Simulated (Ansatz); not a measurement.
# CH₄Si+ (doublet): wave-function methods side by side, cc-pVDZ

The task here is to estimate one member of a computed series from the others.

Method: cc-pVDZ, core rule «outside noble gas», up to 6 orbitals frozen; program: Ansatz 0.2.0, Gaussian basis.

Plan: UHF; CCSD(T) on ROHF; CCSD(T) on UHF; BCCD(T) on ROHF; CISD; CCSDT(Q) on ROHF; CCSDT(Q) on UHF; CASSCF and MRCISD+Q, 9 electrons in 9 orbitals; CASSCF and NEVPT2, 9 electrons in 9 orbitals.

19 further runs of the same task are left out: 7 that didn't finish, 12 set aside as unsound or not needed.

**The geometry**

The geometry is a PBE0/def2-TZVP stationary point (not a proven minimum) of the parent state, kept for this charge and spin.

6 atoms, charge 1, spin multiplicity 2.

Atoms are counted from 1 here; the program's logs count them from 0.

Bond lengths: Si1–C2 1.893 Å, Si1–H3 1.531 Å, C2–H4 1.091 Å, C2–H5 1.098 Å, C2–H6 1.098 Å. Angles: C2–Si1–H3 94.2°, Si1–C2–H4 113.8°, Si1–C2–H5 109.6°, Si1–C2–H6 109.6°, H4–C2–H5 109.0°, H4–C2–H6 109.0°, H5–C2–H6 105.5°.

The first run:

in.yaml

```yaml
crystal:
  periodic: [false, false, false]
  atoms:
    - {symbol: Si, position_ang: [0.000000, -0.078870, 0.665530]}
    - {symbol: C, position_ang: [0.000000, 0.038824, -1.223517]}
    - {symbol: H, position_ang: [0.000000, 1.437843, 0.873048]}
    - {symbol: H, position_ang: [0.000000, -0.930054, -1.724242]}
    - {symbol: H, position_ang: [0.873556, 0.613614, -1.556876]}
    - {symbol: H, position_ang: [-0.873557, 0.613614, -1.556876]}
basis:
  gaussian: {orbitals: cc-pVDZ}
total_charge: 1
magnetization: {spin_polarized: true, initial_magnetization: 1}
hamiltonian: {xc: hf}
output: {orbitals: {seedname: orbitals}}
```

Command:

```console
> ansatz run in.yaml --threads 1 --pin off --events-out ev --progress --plain --max-ram 2393MiB
```

Among the steps run: UHF; CCSD(T) on ROHF; CCSD(T) on UHF; BCCD(T) on ROHF; CISD; CCSDT(Q) on ROHF; CCSDT(Q) on UHF; CASSCF and MRCISD+Q, 9 electrons in 9 orbitals; CASSCF and NEVPT2, 9 electrons in 9 orbitals.

One table of the session follows, with a row left open; its other results are not shown here.

```
           method  from UCCSDT(Q) (kJ/mol)
             ROHF                   +659.1
              UHF                        ?
             RMP2                   +110.7
             UMP2                   +110.5
             CISD                    +69.1
            RCCSD                    +21.6
            UCCSD                    +21.3
         RCCSD(T)                     +3.5
         UCCSD(T)                     +3.5
          BCCD(T)                     +3.5
           RCCSDT                     +1.0
           UCCSDT                     +0.9
        RCCSDT(Q)                     +0.1
        UCCSDT(Q)                        0
  CASSCF frontier                   +441.0
  MRCISD frontier                    +34.9
MRCISD+Q frontier                     +3.1
```

**Question.** Estimate the row for UHF.

As computed: from UCCSDT(Q) (kJ/mol): +653.0. In the column «from UCCSDT(Q) (kJ/mol)» it lies between CASSCF frontier (+441.0) and ROHF (+659.1).

Among the levels timed on like hardware and quicker than the yardstick, those that no quicker one beats, quickest first: CISD (3.1 s, +69.1 kJ/mol); BCCD(T) (3.8 s, +3.5 kJ/mol); MRCISD+Q frontier (16 s, +3.1 kJ/mol).

Not comparable, so not listed: CASSCF and NEVPT2, 9 electrons in 9 orbitals (they don't share determinant, frozen orbitals or solution with the rows shown, or repeat one).

To keep in mind: Restricted and unrestricted rows rest on different reference determinants; where their highest levels disagree by more than a few hundredths of an eV, they describe different states and don't form one ladder. Warnings in the runs' records: passed over end.
